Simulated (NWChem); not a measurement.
## Lowest excitation of ethylamine (C2H7N)

SMILES: CCN
```xyz
10

C      1.1899     0.4470     0.0113
C      0.0408    -0.5497    -0.1004
N     -1.2484     0.1290     0.0017
H      2.1650    -0.0508    -0.1121
H      1.0940     1.2331    -0.7539
H      1.1922     0.9402     0.9989
H      0.1907    -1.3575     0.6509
H      0.0857    -1.0440    -1.0869
H     -2.0130    -0.5374    -0.1092
H     -1.3597     0.5299     0.9348
```
Charge 0, spin multiplicity 1.

The numbers come from NWChem runs, not from measurements. The geometry was optimised at B3LYP/def2-SVP, a minimum by its harmonic frequencies. It is one conformer; others weren't searched.

Basis set: 6-31+G*.

Relative cost: rough, from shared machines, SCF included, CIS = 1.

The correlated methods keep 3 core orbitals frozen. B3LYP has NWChem's definition, with VWN1-RPA local correlation. The Pople sets run with spherical d functions. Coupled-cluster values serve here as a point of comparison, not as the truth.

```json
[
 {"method": "TD-B3LYP", "lowest vertical singlet excitation energy (eV)": "(withheld)", "relative cost": "3"},
 {"method": "EOM-CCSD", "lowest vertical singlet excitation energy (eV)": "6.03", "relative cost": "10"},
 {"method": "CIS", "lowest vertical singlet excitation energy (eV)": "7.21", "relative cost": "1"},
 {"method": "TD-PBE0", "lowest vertical singlet excitation energy (eV)": "(withheld)", "relative cost": "3"},
 {"method": "TD-PBE", "lowest vertical singlet excitation energy (eV)": "(withheld)", "relative cost": "under 3"}
]
```

Task: Complete the blanks.

Result: 
- TD-B3LYP, lowest vertical singlet excitation energy (eV): 5.59
- TD-PBE0, lowest vertical singlet excitation energy (eV): 5.84
- TD-PBE, lowest vertical singlet excitation energy (eV): 5.12
